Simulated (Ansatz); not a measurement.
Two isomers of C3H6O2: A = `C=C(O)OC`, B = `O[C@@H]1C[C@@H]1O`.

Computed with Ansatz on PBE0-D4/def2-TZVP structures; ΔE is electronic, products minus reactants. CBS: MP2 limit from def2 TZ/QZ plus the TZ coupled-cluster correction, frozen cores. Functionals use def2-TZVPP. B3LYP here is the variant with VWN-RPA as its local correlation; programs differ in this. Each species was taken in one conformer, which may not be the lowest.

Which is lower in electronic energy at CCSD(T)/CBS, and by how much? (Best estimate.)

Ansatz gave: A, by 44.6 kJ/mol.

Give E(B) − E(A) in kJ/mol with ωB97M-V, CCSD/def2-TZVPP, PBE-D4, B3LYP, B2PLYP, r2SCAN-D4, MP2/def2-TZVPP. (Best estimate.)

The calculation gave: ωB97M-V 43.4, CCSD/def2-TZVPP 44.0, PBE-D4 44.8, B3LYP 59.8, B2PLYP 54.4, r2SCAN-D4 50.7, MP2/def2-TZVPP 38.3. None reverses the order clearly.

Largest T1 diagnostic: 0.012.

From PBE to PBE0 (25 % exact exchange), in def2-TZVPP and without D4, E(B) − E(A) moves by −7.5 kJ/mol. In def2-TZVPP, CCSD(T) changes the Hartree–Fock value by −19.1 kJ/mol (the triples alone add +1.5 kJ/mol) and MP2 by −26.3 kJ/mol.
